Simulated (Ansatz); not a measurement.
# C4H8 (singlet): the correlation ladder, 6-31G

The task here is to estimate one member of a computed series from the others.

Computed with Ansatz 0.2.0, Gaussian basis. Level: 6-31G, core rule «outside noble gas», up to 4 orbitals frozen.

The runs, in order: UHF; CCSD(T) on RHF; BCCD(T) on RHF; CISD; CCSDT(Q) on RHF; CASSCF and MRCISD+Q, 8 electrons in 8 orbitals; CASSCF and NEVPT2, 8 electrons in 8 orbitals.

21 further runs of the same task are left out: 2 that didn't finish, 19 set aside as unsound or not needed.

## The system

The geometry is an MP2(full)/6-31G* stationary point (not a proven minimum).

12 atoms, charge 0, spin multiplicity 1.

Atoms are counted from 1 here; the program's logs count them from 0.

Bond lengths: C1–C3 1.543 Å, C1–C4 1.543 Å, C1–H5 1.094 Å, C1–H6 1.094 Å, C2–C3 1.543 Å, C2–C4 1.543 Å, C2–H7 1.094 Å, C2–H8 1.094 Å, C3–H9 1.094 Å, C3–H10 1.094 Å, C4–H11 1.094 Å, C4–H12 1.094 Å. Angles: C3–C1–C4 87.9°, C3–C1–H5 118.5°, C3–C1–H6 111.0°, C4–C1–H5 118.5°, C4–C1–H6 111.0°, H5–C1–H6 108.8°, C3–C2–C4 87.9°, C3–C2–H7 118.5°, C3–C2–H8 111.0°, C4–C2–H7 118.5°, C4–C2–H8 111.0°, H7–C2–H8 108.8°, C1–C3–C2 87.9°, C1–C3–H9 118.5°, C1–C3–H10 111.0°, C2–C3–H9 118.5°, C2–C3–H10 111.0°, H9–C3–H10 108.8° and more.

The first run:

Input file in.yaml:

```yaml
crystal:
  periodic: [false, false, false]
  atoms:
    - {symbol: C, position_ang: [0.000000, 1.071142, 0.147626]}
    - {symbol: C, position_ang: [0.000000, -1.071142, 0.147626]}
    - {symbol: C, position_ang: [-1.071142, 0.000000, -0.147626]}
    - {symbol: C, position_ang: [1.071142, 0.000000, -0.147626]}
    - {symbol: H, position_ang: [0.000000, 1.986858, -0.450077]}
    - {symbol: H, position_ang: [0.000000, 1.342921, 1.207520]}
    - {symbol: H, position_ang: [0.000000, -1.986858, -0.450077]}
    - {symbol: H, position_ang: [0.000000, -1.342921, 1.207520]}
    - {symbol: H, position_ang: [-1.986858, 0.000000, 0.450077]}
    - {symbol: H, position_ang: [-1.342921, 0.000000, -1.207520]}
    - {symbol: H, position_ang: [1.986858, 0.000000, 0.450077]}
    - {symbol: H, position_ang: [1.342921, 0.000000, -1.207520]}
basis:
  gaussian: {orbitals: 6-31G}
magnetization: {spin_polarized: true, initial_magnetization: 0}
hamiltonian: {xc: hf}
output: {orbitals: {seedname: orbitals}}
```

The run is started by

```bash
$ ansatz run in.yaml --threads 1 --pin off --events-out ev --progress --plain --max-ram 4160MiB --backend cpu
```

Among the steps run: UHF; CCSD(T) on RHF; BCCD(T) on RHF; CISD; CCSDT(Q) on RHF; CASSCF and MRCISD+Q, 8 electrons in 8 orbitals; CASSCF and NEVPT2, 8 electrons in 8 orbitals.

One table of the session follows, with a row left open; its other results are not shown here.

| method | from RCCSDT(Q) (meV) |
| --- | --- |
| RHF | +11457.3 |
| RMP2 | ? |
| CISD | +1709.6 |
| RCCSD | +301.1 |
| RCCSD(T) | +33.5 |
| BCCD(T) | +34.0 |
| RCCSDT | +16.7 |
| RCCSDT(Q) | 0 |
| CASSCF frontier | +9245.0 |
| NEVPT2 frontier | +1533.6 |
| MRCISD frontier | +1178.9 |
| MRCISD+Q frontier | +211.3 |

Estimate the missing values for RMP2.

**Answer.** from RCCSDT(Q) (meV): +1604.6. In the column «from RCCSDT(Q) (meV)» it lies between NEVPT2 frontier (+1533.6) and CISD (+1709.6).
